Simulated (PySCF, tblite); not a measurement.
**C₂H₃Br, a complex of two parts: NMR shifts, interaction energy, infrared bands, spin-spin couplings, core binding energies and electronic excitations**

One table from this session's results is given with a row withheld; the runs are named, their logs left out.

Programs: tblite 0.8.0 and PySCF 2.14.0. All values are calculated, for the isolated system unless a continuum is named. Atoms count from 0, parts from 1.

### The system as given

6 atoms, charge 0, multiplicity 1; geometry: rigid parts in contact. Parts: 1 = atoms 0–1, `Br`, charge 0; 2 = atoms 2–5, `C#C`, charge 0.

The first run:

What the job is given:

```
{"job": {"kind": "dock", "xc": "GFN2-xTB", "basis": "xTB"}, "charge": 0, "multiplicity": 1, "parts": [{"atoms": "0-1", "charge": 0, "multiplicity": 1}, {"atoms": "2-5", "charge": 0, "multiplicity": 1}]}
Br     0.700765     0.001056     0.002988
H     -0.700765    -0.001056    -0.002988
C     -2.653018     1.254543    -2.205989
C     -2.310779     1.506250    -1.090377
H     -2.954208     1.033374    -3.186937
H     -2.009590     1.727599    -0.109470
```

Method: GFN2-xTB search for minima from random contacts, gas phase.

Started as:

```console
$ OMP_NUM_THREADS=1 python cluster_run.py task.json out
```

The driver reads the jobs from task.json and runs them one after another.

Steps of the session up to this table: Bringing the parts together with GFN2-xTB; Geometry optimisation at PBE0-D3(BJ)/def2-TZVPD; Shielding tensors: PBE0/pcSseg-2; Coupled-cluster interaction energy: CCSD(T) and MP2.

One table of the session follows, with a row left open; its other results are not shown here.

It belongs to the step «Coupled-cluster interaction energy: CCSD(T) and MP2». 

```
                 method  interaction energy (kcal/mol)
         HF/aug-cc-pVDZ                          -0.06
        MP2/aug-cc-pVDZ                          -2.24
       CCSD/aug-cc-pVDZ                          -1.32
    CCSD(T)/aug-cc-pVDZ                          -1.62
         HF/aug-cc-pVQZ                          -0.06
        MP2/aug-cc-pVQZ                          -3.10
    SCS-MP2/aug-cc-pVQZ                          -2.26
      MP2, extrapolated                          -3.25
CCSD(T), limit estimate                              ?
```

**Question.** Estimate the row for CCSD(T), limit estimate.

The run gave: interaction energy (kcal/mol): -2.64. In the column «interaction energy (kcal/mol)» it lies between MP2/aug-cc-pVQZ (-3.10) and SCS-MP2/aug-cc-pVQZ (-2.26).
